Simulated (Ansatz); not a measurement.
Results of PBE-D4 (plane waves, PAW; Ansatz, a quantum-chemistry and plane-wave program) for α-N2.

Run with plane-wave cutoff 500 eV, 4×4×4 k mesh, gaussian smearing 0.02 eV, scalar-relativistic PAW data made under PBE.

Computed at the level's own relaxed cell.

Question: Estimate the volume per atom and equilibrium lattice constant a that the calculation returns.

Answer: 
* **volume per atom**: 23.25 Å³/atom
* **equilibrium lattice constant a**: 5.708 Å

Measured, for comparison: equilibrium volume per atom 22.47 Å³/atom (4 K, zero-point motion not removed; as tabulated in Wyckoff, Crystal Structures 1 (1963), as in the American Mineralogist Crystal …); lattice constant a 5.644 Å (4 K, zero-point motion not removed, our sources range from 5.644 to 5.667; as tabulated in Wyckoff, Crystal Structures 1 (1963), as in the American Mineralogist Crystal …). Computed (rounded) less measured: equilibrium volume per atom +3.5 %, lattice constant a +1.1 % (+0.7 % to +1.1 % over the range).

Static lattice: no zero-point or thermal effects.
